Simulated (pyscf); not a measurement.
**Addition across a multiple bond or ene-type step: O=V(F)(F)–F (SMILES [O]=[V]([F])([F])[F]) + H₂ (SMILES [H][H]) -> HO–VH(F)(F)–F (SMILES [OH][VH]([F])([F])[F])**

Gas phase, singlet surface, charge 0. Bonds broken: H6–H7. Bonds formed: O1–H6, V2–H7. Structures and frequencies: ωB97X-D3(BJ)/def2-SVP in PySCF.

Transition state (Å):

```xyz
7

O      0.2431     0.6749     0.8147
V     -0.9831    -0.1963     0.1772
F     -0.3011    -1.5948    -0.5447
F     -2.2375     0.9016    -0.2274
F     -2.0015    -1.1226     1.1992
H      0.3498     0.8986    -0.3001
H     -0.3236     0.4969    -1.2534
```

One imaginary mode, 1427i cm⁻¹; descent along it reached the two sides named, in the forms told below.

```
bond   change  reactant side (Å)  saddle  product side
-----  ------  -----------------  ------  ------------
H6–H7  breaks              0.760   1.234           3.1
O1–H6   forms                3.1   1.142         0.971
V2–H7   forms                3.3   1.721         1.544
```

Electronic energies relative to the separated reactants (kcal/mol):

| level | barrier | reaction energy | reverse barrier |
|---|---|---|---|
| ωB97X-D3(BJ)/def2-TZVP | 48.4 | +23.7 | 24.7 |
| PBE/def2-TZVP | 42.0 | +24.5 | 17.5 |
| r²SCAN/def2-TZVP | 42.7 | +23.6 | 19.1 |
| B3LYP-D3(BJ)/def2-TZVP | 46.6 | +23.1 | 23.4 |
| PBE0-D3(BJ)/def2-TZVP | 43.5 | +21.4 | 22.1 |
| M06-2X/def2-TZVP | 47.4 | +19.9 | 27.5 |
| ωB97M-D3(BJ)/def2-TZVP | 47.2 | +21.9 | 25.2 |

With ωB97M-D3(BJ)/def2-TZVP energies and thermal terms (ideal gas, 1 atm, RRHO with modes under 100 cm⁻¹ raised to 100, one conformer, R ln 2 for chiral ones without a mode under 150 cm⁻¹), in kcal/mol:

```csv
T (K),ΔH‡,ΔG‡,ΔH,ΔG
298,48.1,56.4,+25.9,+33.8
600,47.1,65.4,+25.6,+42.0
900,46.8,74.6,+25.8,+50.1
1200,47.0,83.8,+26.3,+58.1
```

On the product side the descent ends in a point that may be a rotor saddle (no frequency run), 4.1 kcal/mol over the lowest minimum found and 20.6 kcal/mol under the saddle at ωB97X-D3(BJ)/def2-TZVP. At the saddle there is also a short H–V contact that neither side keeps. The same reactants have a lower exit, to O=VH(F)–F + HF (barrier +37.2 kcal/mol at ωB97M-D3(BJ)/def2-TZVP, against +47.2 kcal/mol here). One saddle was located; it need not be the lowest between these sides.
